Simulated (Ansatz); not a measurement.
Reaction (SMILES): [CH2]Cl (CH2-Cl) → C atom + Cl atom + 2 H atom
B3LYP-D3(BJ)/def2-TZVP geometries, fixed; electronic energies without zero-point terms.
Largest species:
```
C
H 1 1.0768
H 1 1.0768 2 124.26
Cl 1 1.6978 2 117.87 3 180.00
```
Charge 0, spin multiplicity 2.

Basis-set convergence of the atomisation energy at HF with Ansatz (a program for electronic structure). Cartesian d functions, on some or all atoms, in 6-31G*, 6-31+G*, 6-311+G**; all else is spherical. Open shells are unrestricted. No added dispersion term, no relativity. Functions are those of the species that has most. Reference: the value in pcseg-4, 214.18 kcal/mol, itself unsure by roughly 0.24 kcal/mol (its mean distance from aug-pcseg-3, aug-cc-pV(Q+d)Z, cc-pV(5+d)Z).

| basis | functions | atomisation energy (kcal/mol) |
|---|---|---|
| 3-21G | 26 | [?] |
| def2-SV(P) | 36 | 209.23 |
| 6-31G* | 38 | 210.40 |
| pcseg-1 | 42 | 208.72 |
| 6-31+G* | 46 | 209.24 |
| def2-SVPD | 63 | 214.13 |
| 6-311+G** | 65 | 210.63 |
| def2-TZVP | 80 | 212.91 |
| pcseg-2 | 92 | [?] |
| cc-pV(T+d)Z | 97 | 213.28 |
| def2-TZVPD | 101 | [?] |
| def2-TZVPP | 101 | [?] |
| def2-TZVPPD | 122 | 213.66 |
| cc-pV(Q+d)Z | 179 | 213.78 |
| pcseg-3 | 190 | 214.37 |
| def2-QZVPPD | 208 | 213.85 |
| aug-cc-pV(Q+d)Z | 261 | 213.86 |
| aug-pcseg-3 | 272 | 214.35 |

Task: Complete the blanks.

Result: 
- 3-21G, atomisation energy (kcal/mol): 186.07
- pcseg-2, atomisation energy (kcal/mol): 213.74
- def2-TZVPD, atomisation energy (kcal/mol): 213.19
- def2-TZVPP, atomisation energy (kcal/mol): 213.40
